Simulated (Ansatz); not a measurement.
Antifluorite Mg2Ge was calculated with PBEsol-D3(BJ) (Ansatz, an electronic-structure program, plane waves, PAW).

Numerical settings: plane-wave cutoff 520 eV, 10×10×10 k mesh, Fermi–Dirac smearing 0.01 eV, scalar-relativistic PAW data made under PBE.

Cell (relaxed at this level):

```xyz
3
Lattice="0.0000 3.1396 3.1396 3.1396 0.0000 3.1396 3.1396 3.1396 0.0000" Properties=species:S:1:pos:R:3 pbc="T T T"
Mg     1.5698     1.5698     1.5698
Mg     4.7094     4.7094     4.7094
Ge     0.0000     0.0000     0.0000
```

Problem. Give the computed bulk modulus, band gap, smallest direct gap on the k points sampled and pressure derivative B′ of the bulk modulus.

Solution. 
* **bulk modulus**: 57.3 GPa
* **band gap**: 0.04 eV (indirect)
* **smallest direct gap on the k points sampled**: 1.26 eV
* **pressure derivative B′ of the bulk modulus**: 4.0

Measured, for comparison: band gap 0.74 eV (temperature not stated, not corrected to a static lattice, indirect, Γ–X; as tabulated in Ryu et al. (2019), arXiv:1905.06140).

Spin–orbit coupling is not included; it can close the smallest gap of 0.04 eV.

Static lattice: no zero-point or thermal effects.
